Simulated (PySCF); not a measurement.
**HF⁺ from Hartree–Fock to correlated methods**

State: ²Π (doublet), unpaired electrons π ↑. Set-up: H def2-TZVPPD, F def2-TZVPPD; no relativity (PySCF 2.14). De refers to H⁺ + F in their high-spin ground configurations, without counterpoise correction. The functionals are run spin-unrestricted. A positive dipole points towards F; it is taken about the centre of mass and depends on that origin.

| Level | Re (Å) | ωe (cm⁻¹) | De (eV) | μ (D) | CPU s a point (SCF and correlation, without the integrals) |
| --- | --- | --- | --- | --- | --- |
| UHF | 0.981 | 3297 | 3.56 | -2.61 | 0.24 |
| UHF-MP2 | 1.001 | 3120 | 3.63 | n/a | 0.38 |
| UHF-SCS-MP2 | 1.001 | 3126 | 3.66 | n/a | n/a |
| UHF-CCSD | 1.000 | 3132 | 3.67 | n/a | n/a |
| UHF-CCSD(T) | 1.003 | 3104 | 3.67 | n/a | 5.7 |
| LDA | 1.029 | 2873 | 3.52 | -2.63 | 0.34 |
| PBE | 1.023 | 2905 | 3.65 | -2.57 | 0.65 |
| revPBE | 1.022 | 2917 | 3.71 | -2.55 | 0.38 |
| PW91 | 1.023 | 2910 | 3.64 | -2.58 | 0.42 |
| r²SCAN | 1.010 | 3017 | 3.68 | -2.57 | 0.91 |
| PBE0 | 1.007 | 3052 | 3.64 | -2.57 | 1.1 |
| M06 | 1.007 | 3065 | 3.64 | -2.60 | 0.9 |
| LC-ωPBE | 1.012 | 3030 | 3.61 | -2.59 | 0.78 |
| B2PLYP | 1.008 | 3040 | 3.58 | -2.64 | 0.63 |

The bond length runs from 0.981 Å (UHF) to 1.029 Å (LDA). De spans 3.52 eV (LDA, local density) to 3.71 eV (revPBE, GGA). Correlation at CCSD(T) changes the Hartree–Fock bond energy by +0.11 eV; the triples alone change it by +0.00 eV.

Correlated steps freeze 1 core orbital. For an ion De counts to the pair picked by the measured ionisation energies or electron affinities, which need not be the lowest pair at this level. B2PLYP dipoles, levels and charges come from its SCF part alone. The state is the lowest determinant that a PBE0 search found; another state may lie lower at other levels.

The whole job (state search and all levels along the bond) took about 2.2 min on 1 thread of Intel Xeon Platinum 8259CL @ 2.50GHz (shared host), peak memory 0.93 GiB.
